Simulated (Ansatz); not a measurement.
# BClH4Si: ionisation energy by level of theory

One table from this session's results is given with a row withheld; the runs are named, their logs left out.

The runs use Ansatz 0.2.0, Gaussian basis; unrestricted cation, the program's frozen cores in correlated methods.

Levels to be run: UKS PBE-D4/def2-TZVPP; UKS r2SCAN-D4/def2-TZVPP; UKS PBE0-D4/def2-TZVPP; UKS B3LYP-D4/def2-TZVPP; UKS wB97X-V/def2-TZVPP; UKS wB97M-V/def2-TZVPP; UKS B2PLYP/def2-TZVPP; UHF-CCSD(T)/def2-TZVPP; UHF-MP2/def2-QZVPP; extrapolation to the limit; then −ε(HOMO) from the neutral's earlier runs with LDA (SPW92), PBE-D4, revPBE-D4, BLYP-D4, r2SCAN-D4, B97M-V, PBE0-D4, B3LYP-D4, r2SCANh-D4, r2SCAN0-D4, HSE06-D4, BHLYP-D4, CAM-B3LYP-D4, LC-ωPBE, ωB97X-V, ωB97M-V.

### The relaxed structure

All runs share one geometry, relaxed beforehand with PBE0-D4 in a triple-zeta def2 set.

7 atoms, charge 0, spin multiplicity 1.

Atoms are counted from 1 here; the program's logs count them from 0.

Bond lengths: B1–Si2 2.003 Å, B1–H4 1.197 Å, B1–H5 1.193 Å, Si2–Cl3 2.064 Å, Si2–H6 1.488 Å, Si2–H7 1.488 Å. Angles: Si2–B1–H4 118.0°, Si2–B1–H5 123.6°, H4–B1–H5 118.4°, B1–Si2–Cl3 113.7°, B1–Si2–H6 109.8°, B1–Si2–H7 110.1°, Cl3–Si2–H6 107.4°, Cl3–Si2–H7 107.4°, H6–Si2–H7 108.2°.

Set-up of the first run:

Contents of in.yaml:

```yaml
crystal:
  periodic: [false, false, false]
  atoms:
    - {symbol: B, position_ang: [-1.019711, 0.003000, -0.689648]}
    - {symbol: Si, position_ang: [0.626985, -0.105926, 0.445197]}
    - {symbol: Cl, position_ang: [1.793681, 1.595890, 0.380320]}
    - {symbol: H, position_ang: [-1.746343, -0.947366, -0.719322]}
    - {symbol: H, position_ang: [-1.315778, 0.962965, -1.333305]}
    - {symbol: H, position_ang: [0.245609, -0.331359, 1.866117]}
    - {symbol: H, position_ang: [1.476857, -1.245303, 0.004843]}
basis:
  gaussian: {orbitals: def2-TZVPP}
total_charge: 1
magnetization: {spin_polarized: true, initial_magnetization: 1}
hamiltonian: {xc: pbe, dispersion: d4}
```

Run with:

```
> ansatz run in.yaml --threads 2 --pin off --events-out ev --progress --plain --max-ram 4352MiB
```

Steps of the session up to this table: Cation, UKS PBE-D4/def2-TZVPP; Cation, UKS r2SCAN-D4/def2-TZVPP; Cation, UKS PBE0-D4/def2-TZVPP; Cation, UKS B3LYP-D4/def2-TZVPP; Cation, UKS wB97X-V/def2-TZVPP; Cation, UKS wB97M-V/def2-TZVPP; Cation, UKS B2PLYP (frozen core)/def2-TZVPP; Cation, UHF-CCSD(T)/def2-TZVPP; Cation, UHF-MP2/def2-QZVPP.

One table of the session follows, with a row left open; its other results are not shown here.

It belongs to the step «Ionisation energies side by side». Orbital estimates, from the neutral's runs:

| functional | −ε(HOMO) (eV) |
| --- | --- |
| LDA (SPW92) | 7.12 |
| PBE-D4 | 7.04 |
| revPBE-D4 | 7.01 |
| BLYP-D4 | ? |
| r2SCAN-D4 | 7.34 |
| B97M-V | 7.45 |
| PBE0-D4 | 8.31 |
| B3LYP-D4 | 8.10 |
| r2SCANh-D4 | 7.80 |
| r2SCAN0-D4 | 8.50 |
| HSE06-D4 | 7.91 |
| BHLYP-D4 | 9.49 |
| CAM-B3LYP-D4 | 9.66 |
| LC-ωPBE | 11.03 |
| ωB97X-V | 10.67 |
| ωB97M-V | 10.47 |

Estimate the missing values for BLYP-D4.

Worked estimate for «−ε(HOMO) (eV)». Against the share of exact exchange, B3LYP-D4 (0.2, 8.10), BHLYP-D4 (0.5, 9.49) give a slope of 4.63 per unit share; at 0 the line stands at 7.17.

The run gave: −ε(HOMO) (eV): 6.92. In «−ε(HOMO) (eV)» the line misses by +0.25.
